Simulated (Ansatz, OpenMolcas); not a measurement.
**The same job for Ansatz**

OpenMolcas 26.06 runs this on SiNH4O (SMILES N[SiH]O):

run.input:
```
&GATEWAY
  BasLib = $CurrDir
  Coord
  7
  angstrom
  N       -0.694900       0.548300      -0.575200
  Si       0.293100       0.159000       0.781300
  O        1.622900      -0.672400       0.270300
  H       -0.355900       1.168100      -1.294800
  H       -1.685800       0.673200      -0.432900
  H       -0.599100      -0.661900       1.664700
  H        1.480900      -1.282400      -0.459000
  Basis = 3-21G
  Group = NoSym

&SEWARD

&SCF
  UHF
  Spin = 2
  Thresholds = 1e-10 1e-07 1e-07 1e-05
  PrOrbitals = 1 1

&ALASKA
```

```bash
$ export MOLCAS_MEM=1860
$ pymolcas run.input > run.log
```

(Basis files named in the input come from the Basis Set Exchange and aren't shown.)

Geometry: relaxed at PBE0-D4/def2-TZVP. This is one conformer, not always the lowest.

The shape isn't stationary at this level (largest force 1.6 eV/Å).

It gives a total energy of -418.333954 Eh.

Q: Write the same calculation for Ansatz 0.2.0 as an input file of the program's own, asking for the energy.

A: For example:

molecule.yaml:
```yaml
crystal:
  periodic: [false, false, false]
  atoms:
    - {symbol: N, position_ang: [-0.694900, 0.548300, -0.575200]}
    - {symbol: Si, position_ang: [0.293100, 0.159000, 0.781300]}
    - {symbol: O, position_ang: [1.622900, -0.672400, 0.270300]}
    - {symbol: H, position_ang: [-0.355900, 1.168100, -1.294800]}
    - {symbol: H, position_ang: [-1.685800, 0.673200, -0.432900]}
    - {symbol: H, position_ang: [-0.599100, -0.661900, 1.664700]}
    - {symbol: H, position_ang: [1.480900, -1.282400, -0.459000]}
basis:
  gaussian:
    orbitals: 3-21G.json
magnetization:
  spin_polarized: true
  initial_magnetization: 1
hamiltonian:
  xc: hf
accuracy: high
output: {orbitals: {seedname: orbitals}}
```

```bash
$ ansatz run molecule.yaml --threads 1 --pin off --max-ram 3480MiB --events-out events.jsonl --progress --plain --runs-dir runs
```

(Basis files named in the input come from the Basis Set Exchange and aren't shown.)

Its energy is -418.333954 Eh, the same as the first but for the last digit, at most.
